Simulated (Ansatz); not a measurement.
System: C₂H₄NO (charge 0, doublet). SMILES: [CH2]C(N)=O
Geometry: optimised at B3LYP-D3(BJ)/def2-TZVP (Ansatz, a first-principles code).

Property: enthalpy of formation at 298 K, in kcal/mol. Set-up: dispersion terms only where a functional's name holds one; no spin-orbit coupling; valence correlation only; non-relativistic; 6-311+G** with 5d; LANL2DZ all-electron up to Ne; UHF or UKS for open shells; 6-31G* and kin with 6d, 5d where marked. Basis-set limits of correlation are two-point, X^-3; Hartree-Fock from the larger set. [CCSD(T)-MP2]/basis is that difference in the basis named. First-principles rows: single points at B3LYP-D3(BJ) geometries (Ansatz), with unscaled harmonic terms from B3LYP/6-31G* at its own minima, enthalpies of formation by atomisation with measured atoms.

Coupled cluster (Ansatz) is a level with limits of its own, used here on species with T1 under 0.025 (0.045 for open shells) and stable references: RI-MP2/CBS(cc-pVTZ,cc-pVQZ)+[CCSD(T)-MP2]/cc-pVTZ.

Value to compare with, RI-MP2/CBS(cc-pVTZ,cc-pVQZ)+[CCSD(T)-MP2]/cc-pVTZ (Ansatz): -7.7 kcal/mol.

```tsv
level	program	enthalpy of formation at 298 K (kcal/mol)	difference
B3LYP/STO-3G	Ansatz	-45.1	-37.4
B3LYP/3-21G	Ansatz	23.4	31.1
B3LYP/LANL2DZ	Ansatz	34.9	42.6
B3LYP/6-31G	Ansatz	26.7	34.4
B3LYP/6-31G*	Ansatz	-5.2	2.5
B3LYP/6-31+G*	Ansatz	-2.0	5.7
B3LYP/6-31G**	Ansatz	-11.4	-3.7
B3LYP/def2-SVP	Ansatz	-16.8	-9.1
B3LYP/cc-pVDZ	Ansatz	2.2	9.9
B3LYP/6-311+G**	Ansatz	-5.7	2.0
B3LYP/def2-TZVPD	Ansatz	-10.9	-3.2
```

Among the 10 habitual levels, B3LYP/LANL2DZ lies farthest from RI-MP2/CBS(cc-pVTZ,cc-pVQZ)+[CCSD(T)-MP2]/cc-pVTZ (Ansatz) (42.6 kcal/mol); 7 of 10 lie above it, and their mean absolute difference is 17.8 kcal/mol, the median 9.5. One case shows no general order.

The sets are all those run for this method; runs whose electronic state is in doubt are left out.
